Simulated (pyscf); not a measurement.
# Concerted two-bond exchange: SnH₂ (SMILES [SnH2]) [singlet] + NH₃ (SMILES N) -> HN=SnH₂ (SMILES [NH]=[SnH2]) + H₂ (SMILES [H][H])

Gas phase, singlet surface, charge 0. Bonds broken: N4–H5, N4–H6. Bonds formed: Sn1–N4, H5–H6. Structures and frequencies: ωB97X-D3(BJ)/def2-SVP in PySCF.

Transition state (Å):

```xyz
7

Sn    -0.5350     1.1794    -0.8686
H      1.0870     0.9141    -1.4102
H     -0.3270     1.9107     0.6952
N     -1.3610    -0.6908    -0.7108
H     -0.9864    -1.8455    -0.5936
H     -0.9491    -2.0702     0.3049
H     -2.2996    -0.7248    -0.2989
```

One imaginary mode, 1197i cm⁻¹; descent along it reached the two sides named, in the forms told below.

```tsv
bond	change	reactant side (Å)	saddle	product side
N4–H5	breaks	1.020	1.220	2.464
N4–H6	breaks	1.020	1.762	3.2
Sn1–N4	forms	2.405	2.051	1.897
H5–H6	forms	1.650	0.927	0.764
```

Electronic energies relative to the separated reactants (kcal/mol):

```csv
level,barrier,reaction energy,reverse barrier
ωB97X-D3(BJ)/def2-TZVP,82.3,+44.3,37.9
PBE/def2-TZVP,62.5,+39.7,22.8
r²SCAN/def2-TZVP,65.7,+40.2,25.5
B3LYP-D3(BJ)/def2-TZVP,72.0,+44.7,27.3
PBE0-D3(BJ)/def2-TZVP,72.9,+45.3,27.5
M06-2X/def2-TZVP,81.2,+43.8,37.4
ωB97M-D3(BJ)/def2-TZVP,83.0,+48.0,35.0
HF/def2-TZVP,107.7,+60.5,47.3
```

With ωB97M-D3(BJ)/def2-TZVP energies and thermal terms (ideal gas, 1 atm, RRHO with modes under 100 cm⁻¹ raised to 100, one conformer, R ln 2 for chiral ones without a mode under 150 cm⁻¹), in kcal/mol:

```
T (K)   ΔH‡    ΔG‡     ΔH     ΔG
-----  ----  -----  -----  -----
298    78.1   87.4  +42.9  +44.5
600    78.8   96.6  +44.2  +45.5
900    80.0  105.2  +45.5  +45.9
1200   81.2  113.4  +46.4  +45.9
```

On the reactant side the descent ends in an adduct with a N–Sn contact, 24.5 kcal/mol under the separated species and 106.8 kcal/mol under the saddle at ωB97X-D3(BJ)/def2-TZVP. What is counted as formed (N–Sn) is already present as a longer contact in the reactant adduct; forming that adduct is a step of its own. The same reactants have a lower exit, to H₂N–SnH: [singlet] + H₂ (barrier +13.7 kcal/mol at ωB97M-D3(BJ)/def2-TZVP, against +83.0 kcal/mol here). HN=SnH₂ lies 56.4 kcal/mol over its isomer H₂N–SnH: [singlet] (electronic energy, ωB97M-D3(BJ)/def2-TZVP). One saddle was located; it need not be the lowest between these sides. One closed-shell reference is unstable to symmetry breaking; treat the single-reference values with care. Elements past Kr carry the def2 core potentials, without spin-orbit coupling.
